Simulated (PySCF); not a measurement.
Process, species as SMILES: N#P (N-P) + 3 [H][H] (H2) → N (NH3) + P (PH3)
B3LYP-D3(BJ)/def2-TZVP geometries, fixed; electronic energies without zero-point terms.
Largest species:
```
N
H 1 1.0136
H 1 1.0136 2 107.33
H 1 1.0136 2 107.33 3 -115.09
```
Charge 0, spin multiplicity 1.

Basis-set convergence of the energy of full hydrogenation at HF with PySCF. All functions are spherical. Density fitting with generated auxiliary sets. In sets without p functions on hydrogen, species with hydrogen take exact integrals. No added dispersion term, no relativity. Functions are those of the species that has most. Reference: the value in aug-pcseg-3, -81.37 kcal/mol, itself unsure by roughly 0.09 kcal/mol (its mean distance from aug-cc-pV(Q+d)Z, def2-QZVPPD, pcseg-3).

```tsv
basis	functions	energy of full hydrogenation (kcal/mol)
STO-3G	14	(withheld)
3-21G	22	-78.84
6-31G*	32	-79.35
def2-SV(P)	32	-78.17
6-311G**	44	(withheld)
aug-pcseg-1	54	-83.74
pcseg-2	76	(withheld)
cc-pV(T+d)Z	81	-80.91
def2-TZVPP	84	(withheld)
def2-TZVPPD	99	-81.92
aug-pcseg-2	119	-82.07
def2-QZVPP	160	-81.25
pcseg-3	163	-81.49
```

Complete the blanks.


- STO-3G, energy of full hydrogenation (kcal/mol): -92.42
- 6-311G**, energy of full hydrogenation (kcal/mol): -83.61
- pcseg-2, energy of full hydrogenation (kcal/mol): -82.77
- def2-TZVPP, energy of full hydrogenation (kcal/mol): -81.78
